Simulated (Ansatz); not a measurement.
# BFH₄Si: ionisation energy by level of theory

An exercise on one series of results from a longer session: the logs are not shown, and one member is left open.

Computed with Ansatz 0.2.0, Gaussian basis. Level: unrestricted cation, the program's frozen cores in correlated methods.

The runs, in order: UKS PBE-D4/def2-TZVPP; UKS r2SCAN-D4/def2-TZVPP; UKS PBE0-D4/def2-TZVPP; UKS B3LYP-D4/def2-TZVPP; UKS wB97X-V/def2-TZVPP; UKS wB97M-V/def2-TZVPP; UKS B2PLYP/def2-TZVPP; UHF-CCSD(T)/def2-TZVPP; UHF-MP2/def2-QZVPP; extrapolation to the limit; then −ε(HOMO) from the neutral's earlier runs with LDA (SPW92), PBE-D4, revPBE-D4, BLYP-D4, r2SCAN-D4, B97M-V, PBE0-D4, B3LYP-D4, r2SCANh-D4, r2SCAN0-D4, HSE06-D4, BHLYP-D4, CAM-B3LYP-D4, LC-ωPBE, ωB97X-V, ωB97M-V.

### The relaxed structure

All runs share one geometry, relaxed beforehand with PBE0-D4 in a triple-zeta def2 set.

SMILES `FB[SiH3]`, 7 atoms, charge 0, spin multiplicity 1.

Atoms are counted from 1 here; the program's logs count them from 0.

Bond lengths: F1–B2 1.321 Å, B2–Si3 2.035 Å, B2–H4 1.203 Å, Si3–H5 1.490 Å, Si3–H6 1.490 Å, Si3–H7 1.487 Å. Angles: F1–B2–Si3 121.0°, F1–B2–H4 116.1°, Si3–B2–H4 122.9°, B2–Si3–H5 109.0°, B2–Si3–H6 108.5°, B2–Si3–H7 113.6°, H5–Si3–H6 107.5°, H5–Si3–H7 109.1°, H6–Si3–H7 109.0°.

The first run:

in.yaml reads:

```yaml
crystal:
  periodic: [false, false, false]
  atoms:
    - {symbol: F, position_ang: [-1.379360, -1.601490, 0.571835]}
    - {symbol: B, position_ang: [-0.186705, -1.168652, 0.203956]}
    - {symbol: Si, position_ang: [0.146327, 0.805583, -0.161060]}
    - {symbol: H, position_ang: [0.673357, -2.004851, 0.107287]}
    - {symbol: H, position_ang: [0.733069, 0.954536, -1.522334]}
    - {symbol: H, position_ang: [1.152897, 1.303845, 0.818775]}
    - {symbol: H, position_ang: [-1.078384, 1.642930, -0.064158]}
basis:
  gaussian: {orbitals: def2-TZVPP}
total_charge: 1
magnetization: {spin_polarized: true, initial_magnetization: 1}
hamiltonian: {xc: pbe, dispersion: d4}
```

Among the steps run: Cation, UKS PBE-D4/def2-TZVPP; Cation, UKS r2SCAN-D4/def2-TZVPP; Cation, UKS PBE0-D4/def2-TZVPP; Cation, UKS B3LYP-D4/def2-TZVPP; Cation, UKS wB97X-V/def2-TZVPP; Cation, UKS wB97M-V/def2-TZVPP; Cation, UKS B2PLYP (frozen core)/def2-TZVPP; Cation, UHF-CCSD(T)/def2-TZVPP; Cation, UHF-MP2/def2-QZVPP.

One table of the session follows, with a row left open; its other results are not shown here.

It belongs to the step «Ionisation energies side by side». Orbital estimates, from the neutral's runs:

| functional | −ε(HOMO) (eV) |
| --- | --- |
| LDA (SPW92) | 6.94 |
| PBE-D4 | 6.86 |
| revPBE-D4 | 6.83 |
| BLYP-D4 | 6.78 |
| r2SCAN-D4 | 7.14 |
| B97M-V | ? |
| PBE0-D4 | 8.19 |
| B3LYP-D4 | 8.00 |
| r2SCANh-D4 | 7.63 |
| r2SCAN0-D4 | 8.37 |
| HSE06-D4 | 7.79 |
| BHLYP-D4 | 9.46 |
| CAM-B3LYP-D4 | 9.59 |
| LC-ωPBE | 10.90 |
| ωB97X-V | 10.57 |
| ωB97M-V | 10.37 |

Q: Estimate the row for B97M-V from the others.

The run gave: −ε(HOMO) (eV): 7.27. In the column «−ε(HOMO) (eV)» it lies between r2SCAN-D4 (7.14) and r2SCANh-D4 (7.63).
